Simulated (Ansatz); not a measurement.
Species: NH₂, net charge 0, doublet state. SMILES: [NH2]
Structure (B3LYP-D3(BJ)/def2-TZVP (Ansatz, an electronic-structure program) minimum search):
```
N
H 1 1.0284
H 1 1.0284 2 103.25
```
Charge 0, spin multiplicity 2.

Atomisation energy built up term by term with Ansatz (kcal/mol; UHF references for open shells; valence terms freeze the core; atomic spin-orbit terms are left out). CBS(X,Y): correlation extrapolated as X^-3; Hartree-Fock from the larger set (for Q and 5 zeta extrapolated as (X+1)exp(-9√X)).

```tsv
term	basis	kcal/mol
Hartree-Fock	CBS(cc-pVQZ,cc-pV5Z)	117.61
CCSD correlation	CBS(cc-pVQZ,cc-pV5Z)	62.03
(T)	CBS(cc-pVQZ,cc-pV5Z)	2.52
CCSDT - CCSD(T)	cc-pVDZ	0.13
(Q)	cc-pVDZ	0.12
core correlation	cc-pwCVTZ	0.38
scalar relativity (X2C)	cc-pVTZ-DK against cc-pVTZ	-0.16
sum: De		182.6
```

(T) makes 1.4 % of the CCSD(T) atomisation energy; under 5 % is typical of single-reference molecules.
